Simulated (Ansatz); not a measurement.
## Ansatz (development build ahead of 0.2.0) run

```yaml
crystal:
  periodic: [false, false, false]
  atoms:
    - { symbol: H, position_ang: [-0.0341, -0.00586, -1.35756] }
    - { symbol: C, position_ang: [-0.02755, -0.00349, -0.46987] }
    - { symbol: O, position_ang: [-0.02872, -0.0274, 0.51625] }
basis:
  gaussian: { orbitals: "6-31G" }
total_charge: 1
hamiltonian:
  xc: hf
```

The input is written out in the form of the current development build from the run's settings.

Results

```
Converged                       : yes
Total energy                    : -112.80690 hartree
Spin squared of the determinant : 0.000
```

Caution: no unrestricted run beside it, a lower state can exist.
